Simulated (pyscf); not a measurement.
## Four-centre exchange: `[SiH3][AsH][SiH3]` + `[OH2]` → `[OH][SiH3]` + `[SiH3][AsH2]`

Gas phase, singlet surface, charge 0. Bonds broken: Si1–As2, O11–H12. Bonds formed: Si1–O11, As2–H12. Structures and frequencies: ωB97X-D3(BJ)/def2-SVP in PySCF.

Transition state (Å):

```xyz
13

Si    -1.4859     1.9627     0.8783
As     0.4210     0.3039    -0.2735
Si    -0.0709    -1.9281    -0.4883
H     -1.5138     2.7631    -0.3650
H     -2.2806     0.7149     0.9828
H     -2.1305     2.8642     1.9104
H      1.2272     0.6406    -1.4952
H     -0.7825    -2.2439    -1.7634
H      1.1234    -2.8223    -0.4069
H     -0.9778    -2.2589     0.6532
O      0.0780     2.0104     1.8308
H      0.7045     1.2281     1.3548
H      0.0674     2.1554     2.7901
```

One imaginary mode, 529i cm⁻¹; descent along it reached the two sides named.

```json
[
 {"bond": "Si1–As2", "change": "breaks", "reactant side (Å)": "2.355", "saddle": "2.8", "product side": "3.6"},
 {"bond": "O11–H12", "change": "breaks", "reactant side (Å)": "0.966", "saddle": "1.109", "product side": "3.1"},
 {"bond": "Si1–O11", "change": "forms", "reactant side (Å)": "3.0", "saddle": "1.832", "product side": "1.675"},
 {"bond": "As2–H12", "change": "forms", "reactant side (Å)": "2.9", "saddle": "1.894", "product side": "1.516"}
]
```

Electronic energies relative to the separated reactants (kcal/mol):

```tsv
level	barrier	reaction energy	reverse barrier
ωB97X-D3(BJ)/def2-TZVP	37.4	-8.1	45.5
PBE/def2-TZVP	32.1	-10.2	42.3
r²SCAN/def2-TZVP	32.2	-12.2	44.5
B3LYP-D3(BJ)/def2-TZVP	34.9	-12.3	47.2
PBE0-D3(BJ)/def2-TZVP	33.4	-9.0	42.5
M06-2X/def2-TZVP	33.3	-13.4	46.6
ωB97M-D3(BJ)/def2-TZVP	35.5	-12.9	48.3
HF/def2-TZVP	48.0	-18.6	66.6
```

With ωB97M-D3(BJ)/def2-TZVP energies and thermal terms (ideal gas, 1 atm, RRHO with modes under 100 cm⁻¹ raised to 100, one conformer, R ln 2 for chiral ones without a mode under 150 cm⁻¹), in kcal/mol:

```
T (K)   ΔH‡   ΔG‡     ΔH     ΔG
-----  ----  ----  -----  -----
298    34.1  45.2  -14.3  -15.1
600    34.1  56.6  -14.8  -15.7
900    34.7  67.7  -14.8  -16.1
1200   35.5  78.6  -14.7  -16.6
```

This is the saddle that the search found; another between the same sides may lie lower. Elements up to Kr have no core potential and no relativistic terms here.
